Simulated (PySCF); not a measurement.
water (H2O), SMILES O. Coordinates come from a TPSSh-D3(BJ)/def2-TZVPD optimisation.

PySCF 2.14.0 with TDDFT-CAM-B3LYP/def2-TZVPD puts the lowest singlet excitations at 7.29, 8.99, 9.44, 9.99, 10.32, 11.16 eV.

What are the lowest excitation roots from PySCF 2.14.0 with ADC(3)/aug-cc-pVDZ? (The exact figures need the calculation; the answer reports its results.)

7.81, 9.60, 10.22, 11.45, 12.14, 12.31 eV. S1 differs by 0.51 eV (second minus first; roots are paired by order, and the bases may differ).
